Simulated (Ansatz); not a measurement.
Total energies of the cluster S₃⁻ (the lowest doublet isomer of a short search) from Ansatz at CCSD(T)/def2-TZVPPD, gas phase (1 Eh = 27.2114 eV = 2625.5 kJ/mol). The reference geometry is relaxed at r2SCAN-D4/def2-TZVPD.

Cartesian coordinates in Å:
```
S 0.8553 -1.2563 0.8225
S -1.0100 0.6927 -1.2192
S 0.1547 0.5636 0.3967
```

```json
{"state": "charge -1 doublet", "geometry": "reference", "energy (Eh)": "-1193.27002"}
{"state": "charge 0 singlet", "geometry": "reference", "energy (Eh)": "-1193.18198"}
{"state": "charge -1 quartet", "geometry": "relaxed at r2SCAN-D4/def2-TZVPD", "energy (Eh)": "-1193.19816"}
```

Correlated methods freeze 15 core orbitals.

(1) Work out the vertical ionisation energy to the singlet.

(2) Which of the charge -1 states is lowest, and how far above it are the others?

(1) E(charge 0 singlet) − E(charge -1 doublet) = -1193.18198 − (-1193.27002) = 0.08804 Eh = 2.40 eV.

(2) The doublet. quartet: -1193.19816 − (-1193.27002) = 0.07186 Eh = 188.7 kJ/mol.

At CCSD(T)/def2-TZVPPD T1 of the charge 0 singlet is large (up to 0.025), so the single-reference result is doubtful. At CCSD(T)/def2-TZVPPD the restricted singlet (for correlated methods, its reference) is unstable: a solution with broken spin symmetry lies lower. 

The structure comes from a short search, and lower isomers may exist.
